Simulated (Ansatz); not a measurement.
# CHAlB (quartet): wave-function methods side by side at a displaced geometry (v1), cc-pVDZ

Aim: climb from Hartree-Fock through coupled cluster for CHAlB (quartet) at one geometry and basis, and see what each rung misses.

The runs use Ansatz 0.2.0, Gaussian basis; cc-pVDZ, core rule «outside noble gas», up to 7 orbitals frozen.

The runs, in order: UHF; CCSD(T) on ROHF; CCSD(T) on UHF; BCCD(T) on ROHF; CISD as a restricted active space (open shells left free, so some higher excitations enter); CCSDT(Q) on ROHF; CCSDT(Q) on UHF.

21 further runs of the same task are left out: 11 that didn't finish, 10 set aside as unsound or not needed. Runs told in other sessions of the task aren't counted.

## (1) The system

The geometry is a PBE0/def2-TZVP stationary point (not a proven minimum) with its atoms shifted at random (size 0.040 Å).

4 atoms, charge 0, spin multiplicity 4.

Atoms are counted from 1 here; the program's logs count them from 0.

Bond lengths: Al1–C2 1.883 Å, Al1–B3 2.305 Å, C2–B3 1.366 Å, C2–H4 1.086 Å. Angles: C2–Al1–B3 36.3°, Al1–C2–B3 88.9°, Al1–C2–H4 134.4°, B3–C2–H4 136.6°, Al1–B3–C2 54.7°.

## (2) UHF

Contents of in.yaml:

```yaml
crystal:
  periodic: [false, false, false]
  atoms:
    - {symbol: Al, position_ang: [-0.008727, 0.011194, 0.933986]}
    - {symbol: C, position_ang: [-0.009560, 0.543905, -0.871667]}
    - {symbol: B, position_ang: [0.038404, -0.772171, -1.233756]}
    - {symbol: H, position_ang: [-0.064373, 1.501306, -1.381936]}
basis:
  gaussian: {orbitals: cc-pVDZ}
magnetization: {spin_polarized: true, initial_magnetization: 3}
hamiltonian: {xc: hf}
output: {orbitals: {seedname: orbitals}}
```

On the command line:

```bash
> ansatz run in.yaml --threads 1 --pin off --events-out ev --progress --plain --max-ram 2393MiB
```

After this run come: CCSD(T) on ROHF; CCSD(T) on UHF; BCCD(T) on ROHF; CISD as a restricted active space (open shells left free, so some higher excitations enter); CCSDT(Q) on ROHF; CCSDT(Q) on UHF.

Before running them: what should the planned runs give, taken together? Wanted: UCCSDT(Q) from the RHF energy; RMP2 from UCCSDT(Q); UMP2 from UCCSDT(Q); RCCSD from UCCSDT(Q); RCCSD(T) from UCCSDT(Q); UCCSD(T) from UCCSDT(Q); RCCSDT(Q) from UCCSDT(Q); T1 diagnostic.

**Answer**, as computed:

| quantity | value |
| --- | --- |
| UCCSDT(Q) from the ROHF energy | -7.1508 eV |
| RMP2 from UCCSDT(Q) | +99.0 kJ/mol |
| UMP2 from UCCSDT(Q) | +102.0 kJ/mol |
| RCCSD from UCCSDT(Q) | +41.4 kJ/mol |
| RCCSD(T) from UCCSDT(Q) | +6.8 kJ/mol |
| UCCSD(T) from UCCSDT(Q) | +7.3 kJ/mol |
| RCCSDT(Q) from UCCSDT(Q) | +0.3 kJ/mol |
| levels within 1 kcal/mol (43 meV) | RCCSDT, UCCSDT, RCCSDT(Q) |
| T1 diagnostic | 0.034 |

RCCSD(T) misses by +6.8 kJ/mol, 1.0 % of the correlation energy. These misses are within one basis, not against nature; the frozen cores of restricted and unrestricted runs differ, which can shift their rows.

With open shells the CI space here admits some higher excitations, so it is larger than plain CISD.
